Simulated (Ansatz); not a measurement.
Born–Oppenheimer molecular dynamics of CH$_{8}$OSi (11 atoms, charge 0, multiplicity 1). It starts at the highest image of a converged band. Of that band: Neighbouring images differ by up to 1.9 eV, so the band resolves the path poorly. A vibrational analysis at the climbing image gives one clearly imaginary mode, 1358i cm⁻¹: a first-order saddle point.

The calculation used Ansatz 0.2.0, RKS B3LYP-D4/6-31G*.

* ensemble: NVE (velocity Verlet)
* time step: 0.5 fs
* steps asked: 200
* starting velocities drawn for: 300 K
* seed: 2801

First frame:

```xyz
11
Properties=species:S:1:pos:R:3
Si 0.053 -0.015 0.076
O 0.104 -0.432 1.902
C -1.036 -0.439 2.785
H -1.704 -1.272 2.542
H -0.675 -0.532 3.811
H -1.563 0.508 2.660
H 1.250 0.504 -0.633
H -0.702 1.243 0.419
H -0.908 -0.757 -0.782
H 0.926 -1.583 0.378
H 0.579 -1.357 1.459
```

(1) What does the run give?

(2) What happens to the structure?

(3) How do temperature and energy run in time?

Answers

(1) All steps were run.

* steps done: 200
* time covered: 100 fs
* mean temperature over the second half: 1771 K
* spread of the potential energy over the second half: 16.0 meV per atom
* mean potential energy of the second half above the start: -155.7 meV per atom

The conserved energy stayed within 0.73 meV per atom of its start (net change 0.071 meV per atom), so the integration is sound. The kinetic energy rose, since the run started high on the potential surface and went downhill. It ends in pieces (CH6OSi + H2), so much of that is their flight and rotation, not heat. A run of 0.1 ps of so small a system gives no equilibrium averages. The orbitals stay closed-shell, which can raise the energy where a bond breaks towards radicals; this wasn't checked here.

(2) Between its relaxed ends the band would form Si1–H10, O2–H11 and break Si1–O2, H10–H11. These pairs go: Si1–H10 1.82 → 12.51 Å, O2–H11 1.13 → 13.09 Å, Si1–O2 1.87 → 1.82 Å, H10–H11 1.16 → 0.84 Å. In the last frame they stand as before the step (other bonds may differ from the relaxed reactants and products). It ends as CH6OSi + H2. Pairs count as bonded within 1.25 times the sum of covalent radii (0.12 Å more for H–H). Another seed would give other details.

(3) 
```csv
time (fs),T (K),potential energy less start (eV),conserved less start (meV/atom)
0,300,0.000,0.00
3,208,0.109,0.11
6,210,0.106,0.10
9,510,-0.243,0.10
12,900,-0.693,0.43
15,1499,-1.395,-0.05
18,1865,-1.823,-0.21
21,2022,-2.008,-0.35
24,1867,-1.820,0.23
27,1889,-1.855,-0.61
30,1761,-1.704,-0.39
33,1617,-1.532,0.07
36,1614,-1.523,0.54
39,1713,-1.641,0.19
42,2040,-2.031,-0.66
45,2068,-2.064,-0.67
48,1764,-1.701,0.18
51,1615,-1.524,0.55
54,1597,-1.509,0.05
57,1652,-1.577,-0.40
60,1710,-1.648,-0.61
63,1670,-1.591,0.25
66,1904,-1.866,0.02
69,2004,-1.983,-0.14
72,1931,-1.899,-0.20
75,1815,-1.766,-0.33
78,1554,-1.455,0.28
81,1687,-1.619,-0.44
84,1836,-1.790,-0.29
87,1927,-1.893,-0.05
90,1910,-1.871,0.20
93,1748,-1.682,0.25
96,1856,-1.818,-0.70
99,1716,-1.653,-0.49
```

Time of the run: 3.9 min on 1 thread of Intel(R) Xeon(R) 6975P-C (Granite Rapids) (shared host), peak memory 0.14 GiB.
